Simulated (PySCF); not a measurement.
Simulated outer-valence photoelectron spectrum of ethenethiol, `C=CS`. Method used: EOM-IP-CCSD/aug-cc-pVDZ in PySCF, restricted Hartree–Fock reference, 7 core orbitals frozen, non-relativistic, gas phase, PBE0-D3(BJ)/def2-SVP geometry.

Each root has a Gaussian of 0.5 eV full width with its one-hole share as area; cross sections and vibrations are left out, and the highest printed point is 100.

```json
{"ionisation energy (eV)": "8.2", "intensity": "2"}
{"ionisation energy (eV)": "8.4", "intensity": "14"}
{"ionisation energy (eV)": "8.6", "intensity": "53"}
{"ionisation energy (eV)": "8.8", "intensity": "82"}
{"ionisation energy (eV)": "9.0", "intensity": "53"}
{"ionisation energy (eV)": "9.2", "intensity": "14"}
{"ionisation energy (eV)": "9.4", "intensity": "2"}
{"ionisation energy (eV)": "9.6", "intensity": "0"}
{"ionisation energy (eV)": "9.8", "intensity": "0"}
{"ionisation energy (eV)": "10.0", "intensity": "0"}
{"ionisation energy (eV)": "10.2", "intensity": "0"}
{"ionisation energy (eV)": "10.4", "intensity": "0"}
{"ionisation energy (eV)": "10.6", "intensity": "0"}
{"ionisation energy (eV)": "10.8", "intensity": "0"}
{"ionisation energy (eV)": "11.0", "intensity": "0"}
{"ionisation energy (eV)": "11.2", "intensity": "1"}
{"ionisation energy (eV)": "11.4", "intensity": "11"}
{"ionisation energy (eV)": "11.6", "intensity": "48"}
{"ionisation energy (eV)": "11.8", "intensity": "90"}
{"ionisation energy (eV)": "12.0", "intensity": "100"}
{"ionisation energy (eV)": "12.2", "intensity": "97"}
{"ionisation energy (eV)": "12.4", "intensity": "62"}
{"ionisation energy (eV)": "12.6", "intensity": "19"}
{"ionisation energy (eV)": "12.8", "intensity": "12"}
{"ionisation energy (eV)": "13.0", "intensity": "42"}
{"ionisation energy (eV)": "13.2", "intensity": "80"}
{"ionisation energy (eV)": "13.4", "intensity": "62"}
{"ionisation energy (eV)": "13.6", "intensity": "20"}
{"ionisation energy (eV)": "13.8", "intensity": "3"}
{"ionisation energy (eV)": "14.0", "intensity": "0"}
{"ionisation energy (eV)": "14.2", "intensity": "0"}
{"ionisation energy (eV)": "14.4", "intensity": "0"}
{"ionisation energy (eV)": "14.6", "intensity": "0"}
{"ionisation energy (eV)": "14.8", "intensity": "4"}
{"ionisation energy (eV)": "15.0", "intensity": "27"}
{"ionisation energy (eV)": "15.2", "intensity": "71"}
{"ionisation energy (eV)": "15.4", "intensity": "86"}
{"ionisation energy (eV)": "15.6", "intensity": "81"}
{"ionisation energy (eV)": "15.8", "intensity": "86"}
{"ionisation energy (eV)": "16.0", "intensity": "55"}
{"ionisation energy (eV)": "16.2", "intensity": "16"}
{"ionisation energy (eV)": "16.4", "intensity": "2"}
```

**Question.** Where are the maxima, and how many lines lie under the curve?

**Answer.** 5 maxima, at 8.8, 12.1, 13.2, 15.4 and 15.8 eV, from 6 lines. At this width some lines have no maximum of their own.

**Question.** List the lines with their holes.

**Answer.** 
```tsv
E (eV)	leading hole (HF orbital)	area	Koopmans (eV)
8.80	HOMO	0.96	8.94
11.82	HOMO-1	0.93	12.45
12.23	HOMO-2	0.95	13.02
13.24	HOMO-3	0.95	14.16
15.32	HOMO-4	0.94	16.56
15.82	HOMO-5	0.93	17.38
```

The widest gap, 3.02 eV, lies between 8.80 and 11.82 eV. Only orbitals with −ε under 21 eV, eight at most, were ionised, so the high end of the curve may lack lines.

Conformer computed: `[CH2:1]=[CH:2][SH:3]`: H–S3–C2–C1 0°.

One conformer stands for the species.
